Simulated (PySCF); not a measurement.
`C(=C/Cl)/C=O`. Method used: PBE0-D3(BJ)/def2-SVP geometry optimisation, gas phase (PySCF).

```
atom  x, y, z in Å
O1    -2.1853   -0.8756    0.2722
C2    -1.2524   -0.1111    0.2390
C3     0.1054   -0.5261   -0.1449
C4     1.1808    0.2716   -0.1961
Cl5    1.1847    1.9481    0.1794
H6    -1.3698    0.9672    0.5034
H7     0.2303   -1.5810   -0.4059
H8     2.1660   -0.1001   -0.4891
```

Question: Which two atoms are farthest apart?

Answer: O1···H8, 4.48 Å; the next longest distance is 4.40 Å.

Question: Work out the bond lengths O1=C2, C2–C3, C2–H6, C3=C4, C3–H7, C4–Cl5, C4–H8 in Å.

Answer: For O1=C2 the difference vector is (0.9329, 0.7645, -0.0332) Å, of length 1.2066 Å. O1=C2 1.207; C2–C3 1.471; C2–H6 1.116; C3=C4 1.340; C3–H7 1.094; C4–Cl5 1.718; C4–H8 1.093 Å.

Question: How far apart are these pairs, which share no bond: O1···C4, C2···C4, C2···Cl5, C2···H8?

Answer: O1···C4 3.587 Å (3 bonds apart); C2···C4 2.501 Å (2 bonds apart); C2···Cl5 3.191 Å (3 bonds apart); C2···H8 3.495 Å (3 bonds apart).

Question: Give the dihedral angles C2–C3–C4–H8, H7–C3–C4–H8, O1–C2–C3–C4.

Answer: C2–C3–C4–H8 180° (antiperiplanar); H7–C3–C4–H8 0° (synperiplanar); O1–C2–C3–C4 180° (antiperiplanar). Dihedral signs follow IUPAC: positive where, seen along the central bond, the front bond turns clockwise onto the rear one.

Question: What is the repulsion energy of the bare nuclei, Σ ZA·ZB/RAB?

Answer: 189.56 Eh over 28 pairs, with full nuclear charges and distances in bohr; the largest single term is 31.42 Eh (C4 with Cl5).

Question: Where is the centre of mass (commonest isotopes), and what is the radius of gyration?

Answer: Mass 89.987 u; centre at (0.088, 0.545, 0.100) Å; Rg = √(Σ m r²/M) = 1.816 Å. As Ia + Ib + Ic = 2 Σ m r², the three principal moments sum to 593.4 u·Å².

Question: What are the angles C3–C2–H6, O1–C2–C3, C2–C3–C4, C2–C3–H7?

Answer: From the scalar product of the two bond vectors; for C3–C2–H6 it is -0.7084 Å² over 1.4708 × 1.1164 Å², cos θ = -0.4314. C3–C2–H6 115.6°; O1–C2–C3 122.8°; C2–C3–C4 125.7°; C2–C3–H7 116.1°.

Question: Write the matrix of distances between heavy atoms (Å, lower triangle).

Answer: 
```
O1    0.000
C2    1.207  0.000
C3    2.354  1.471  0.000
C4    3.587  2.501  1.340  0.000
Cl5   4.398  3.191  2.719  1.718  0.000
```

Whether it is a minimum is left open (no frequencies). One conformer, not necessarily the lowest.

Hardware: one thread of an Arm Neoverse V1, no GPU, shared host with 32 logical CPUs at a one-minute load of 6.2. Cost: 25 s, 0.38 GiB resident at most. These figures are those of the optimisation.
